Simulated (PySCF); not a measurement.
Molecule: `InChI=1S/C4H8/c1-4-2-3-4/h4H,2-3H2,1H3`.

Atom-mapped SMILES (the numbers label the heavy atoms): `[CH3:1][CH:2]1[CH2:3][CH2:4]1`. Hydrogens are named by the atom that carries them. Ha(C3), Ha(C4) are cis to C1 on the ring; Hb(C3), Hb(C4) are trans to C1 on the ring.

Geometry PBE0-D3(BJ)/def2-SVP throughout; GIAO in PySCF 2.14.0 with density-fitted response routines, gas phase, one conformer, non-relativistic; equivalent atoms averaged; functional PBE0.

For orientation, pcSseg-1 gives these shifts δ (against TMS at the same level): C1 21.3, C2 6.6, C3/C4 7.2, H(C1) 1.02, Hb(C3)/Hb(C4) 0.43, H(C2) 0.51, Ha(C3)/Ha(C4) -0.06 ppm.

A run gave: C1 20.9, C2 7.3, C3/C4 6.6, H(C1) 0.98, Hb(C3)/Hb(C4) 0.43, H(C2) 0.62, Ha(C3)/Ha(C4) -0.02 ppm (shifts δ (against TMS at the same level)).

Q: Which basis set was used in that run?
A. STO-3G
B. 6-31G
C. def2-TZVP
D. pcSseg-0

A: C. Ha(C3)/Ha(C4) tells them apart best: def2-TZVP gives -0.02, pcSseg-0 gives 0.19, 6-31G gives 0.25, STO-3G gives 0.33 ppm.
